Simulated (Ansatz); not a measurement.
# AlH₃NSi+ (SMILES [AlH2][N]=[SiH+]): one structure at several levels

One table from this session's results is given with a row withheld; the runs are named, their logs left out.

Program: Ansatz 0.2.0, Gaussian basis. Level of theory: single points in def2-TZVPP. These are calculated values, not measurements.

Cores are frozen in the correlated methods.

2 further runs of the same task are left out: 2 that didn't finish.

### The starting structure

SMILES `[AlH2][N]=[SiH+]`, 6 atoms, charge 1, spin multiplicity 1.

Atoms are counted from 1 here; the program's logs count them from 0.

Bond lengths: Al1–N2 1.910 Å, Al1–H4 1.595 Å, Al1–H5 1.592 Å, N2–Si3 1.577 Å, Si3–H6 1.602 Å. Angles: N2–Al1–H4 107.9°, N2–Al1–H5 117.9°, H4–Al1–H5 133.8°, Al1–N2–Si3 171.1°, N2–Si3–H6 169.3°.

Coordinates:

```xyz
6

Al   -1.0326    0.3080   -1.0148
N     0.2571   -0.0114    0.3572
Si    1.4169   -0.4388    1.3368
H    -1.6556   -1.0980   -1.4378
H    -1.3778    1.8199   -1.3738
H     2.6593   -1.0769    2.1215
```

The first run:

Contents of run/in.yaml:

```yaml
crystal:
  periodic: [false, false, false]
  atoms:
    - {symbol: Al, position_ang: [-1.032566, 0.308020, -1.014770]}
    - {symbol: N, position_ang: [0.257121, -0.011416, 0.357249]}
    - {symbol: Si, position_ang: [1.416881, -0.438775, 1.336847]}
    - {symbol: H, position_ang: [-1.655559, -1.097979, -1.437841]}
    - {symbol: H, position_ang: [-1.377761, 1.819928, -1.373785]}
    - {symbol: H, position_ang: [2.659256, -1.076880, 2.121507]}
basis:
  gaussian: {orbitals: def2-TZVPP}
total_charge: 1
hamiltonian: {xc: pbe, dispersion: d4}
output: {forces: true}
```

On the command line:

```console
$ ansatz run in.yaml --threads 2 --pin off --events-out ev --progress --plain --max-ram 3481MiB
```

Among the steps run: PBE-D4/def2-TZVPP; r2SCAN-D4/def2-TZVPP; PBE0-D4/def2-TZVPP; wB97M-V/def2-TZVPP; CCSD(T)/def2-TZVPP.

One of the session's tables, all rows but one given; the rest of the session is left out.

```
   method  RMS force component (eV/Å)  angle to CCSD(T) forces (°)
   PBE-D4                       0.455                         10.4
r2SCAN-D4                           ?                            ?
  PBE0-D4                       0.711                         25.9
  wB97M-V                       0.836                         24.8
  CCSD(T)                       0.578                    reference
```

Q: Estimate the row for r2SCAN-D4 from the others.

As computed: RMS force component (eV/Å): 0.596; angle to CCSD(T) forces (°): 17.7. In the column «RMS force component (eV/Å)» it lies between CCSD(T) (0.578) and PBE0-D4 (0.711).

Limits of these values: The reference is not at the basis limit: in triple zeta CCSD(T) underbinds, which counts against methods that bind more; the gaps are no ranking. The T1 diagnostic is large here, over the usual mark for main-group molecules (transition-metal compounds often pass it harmlessly), so CCSD(T) itself may be off.
